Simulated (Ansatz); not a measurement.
Results of r²SCAN+rVV10 in Ansatz (PAW) for ZrSe₃ (P2₁/m, No. 11).

Run with plane-wave cutoff 560 eV, 6×10×4 k mesh (along the axes of the cell as run), Fermi–Dirac smearing 0.01 eV, scalar-relativistic PAW data made under PBE.

Cell (relaxed at this level):

```yaml
crystal:
  lattice:
    - [5.44013, 0.00000, -0.00369]
    - [0.00000, 3.76268, 0.00000]
    - [-1.24244, 0.00000, 9.40914]
  atoms:
    - { symbol: Se, position: [0.76297, 0.25000, 0.55445] }
    - { symbol: Se, position: [0.23703, 0.75000, 0.44555] }
    - { symbol: Zr, position: [0.28562, 0.25000, 0.65651] }
    - { symbol: Zr, position: [0.71438, 0.75000, 0.34349] }
    - { symbol: Se, position: [0.45561, 0.25000, 0.17326] }
    - { symbol: Se, position: [0.54439, 0.75000, 0.82674] }
    - { symbol: Se, position: [0.88589, 0.25000, 0.16760] }
    - { symbol: Se, position: [0.11411, 0.75000, 0.83240] }
```

**Question.** Predict the band gap and direct gap at Γ.

**Answer.** 
- band gap: 0.62 eV (on the SCF k mesh)
- direct gap at Γ: 1.06 eV

Measured, for comparison: band gap 1.1 eV (temperature not stated, no zero-point or thermal correction, indirect, absorption, single crystal; as tabulated in Patel et al., Bull. Mater. Sci. 28, 405 (2005)).

Spin–orbit coupling is not included.

Static lattice: no zero-point or thermal effects.

Ansatz is an electronic-structure program.
